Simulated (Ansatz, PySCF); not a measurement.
System: C$_{2}$H$_{2}$, charge 0, singlet. C2H2 (SMILES C#C).
B3LYP-D3(BJ)/def2-TZVP minimum from Ansatz (a quantum-chemistry and plane-wave program):
```xyz
4

C      0.0000     0.0000    -0.5984
C      0.0000     0.0000     0.5984
H      0.0000     0.0000     1.6611
H      0.0000     0.0000    -1.6611
```

Total energies in hartree (Ansatz). UHF or UKS for unpaired electrons; spin-orbit terms are left out. Correlated methods leave the cores frozen. No relativity. Where a partner has so few electrons that a lower coupled-cluster level is exact, that level stands in.

```csv
species,HF/cc-pVTZ,CCSD(T)/cc-pVTZ,HF/cc-pVQZ,CCSD(T)/cc-pVQZ,CCSDT(Q)/cc-pVTZ
"1: C2H2 (acetylene, SMILES C#C)",-76.84990,-77.18733,-76.85493,-77.20914,-77.18856
2: C (triplet),-37.69157,-37.78076,-37.69331,-37.78654,-37.78126
3: H (doublet),-0.49981,-0.49981,-0.49995,-0.49995,-0.49981
```

Task: Work out the enthalpy of formation at 298 K (by atomisation, with ideal-gas terms from PySCF's Hessian at B3LYP-D3(BJ)/def2-TZVP and the atoms' measured values of the G2/97 table; no spin-orbit terms) in kcal/mol: take Hartree-Fock from cc-pVQZ, extrapolate the CCSD(T) correlation energy as X^-3 (X = 3, 4), and add CCSDT(Q) - CCSD(T) in cc-pVTZ. The further terms named in the bracket sum to +0.73291 hartree. 1 hartree = 627.51 kcal/mol.

Result: 
Species 1: correlation (64·(-0.35421) - 27·(-0.33743))/37 = -0.36645; step -0.00123; E1 = -76.85493 + (-0.36645) + (-0.00123) = -77.22261
Species 2: correlation (64·(-0.09323) - 27·(-0.08919))/37 = -0.09618; step -0.00050; E2 = -37.69331 + (-0.09618) + (-0.00050) = -37.78999
Species 3: correlation (64·(0.00000) - 27·(0.00000))/37 = 0.00000; step +0.00000; E3 = -0.49995 + (0.00000) + (+0.00000) = -0.49995
+1·E1 -2·E2 -2·E3 +0.73291 = 0.09018 hartree = 56.6 kcal/mol. Measured: 54.6 kcal/mol, 228.3 kJ/mol (Active Thermochemical Tables 1.112 (ions: stationary electron), as tabulated in the package chemicals); atomic spin-orbit terms, which the calculations lack, would raise the computed values. The composite differs from it by +2.0 kcal/mol; core, relativistic and spin-orbit terms are not in it.
